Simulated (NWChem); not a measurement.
# acetonitrile (C2H3N); SMILES CC#N

All runs: NWChem. Pople sets run with spherical d functions. The geometry was optimised at PBE0/def2-SVP.

Q: Taking B3LYP/aug-cc-pVTZ as the yardstick, which of these has the fewest basis functions while keeping “highest occupied level (eV)” within 0.2 eV of it: B3LYP/6-311++G**; B3LYP/def2-SVPD; B3LYP/def2-SVP; B3LYP/6-31G*; B3LYP/6-31+G*; B3LYP/STO-3G; B3LYP/def2-TZVP; B3LYP/3-21G?

A: B3LYP/def2-SVP.
```
level              basis functions  highest occupied level (eV)
-----------------  ---------------  ---------------------------
B3LYP/STO-3G                    18                        -7.59
B3LYP/3-21G                     33                        -8.97
B3LYP/6-31G*                    48                        -8.88
B3LYP/def2-SVP                  57                        -9.04
B3LYP/6-31+G*                   60                        -9.19
B3LYP/def2-SVPD                 84                        -9.25
B3LYP/6-311++G**                87                        -9.24
B3LYP/def2-TZVP                111                        -9.19
B3LYP/aug-cc-pVTZ              207                        -9.21
```

The yardstick is one finite set, not the basis-set limit.
